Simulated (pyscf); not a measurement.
Structures and frequencies: ωB97X-D3(BJ)/def2-SVP in PySCF.

**Question.** For the elementary gas-phase step F–Ti(F)(F)–F + hydrogen (H₂) → hydrogen fluoride (HF) + F–TiH(F)–F (singlet surface; F–Ti, H–H broken, F–H, H–Ti formed), what barrier and reaction energy does ωB97M-D3(BJ)/def2-TZVP give, measured from the separated reactants?

**Answer.** ΔE‡ = 42.6 kcal/mol, ΔE = +41.9 kcal/mol. Zero-point energy shifts the barrier by +2.5 kcal/mol. It is a four-centre exchange, with an imaginary mode of 768i cm⁻¹. On the product side the descent ends in an adduct with a F–Ti contact, 5.6 kcal/mol under the separated species and 4.6 kcal/mol under the saddle at ωB97X-D3(BJ)/def2-TZVP. What is counted as broken (F–Ti) persists as a longer contact in the product adduct; parting that adduct is a step of its own. At the saddle there is also a short H–Ti contact that neither side keeps. This is the saddle that the search found; another between the same sides may lie lower.
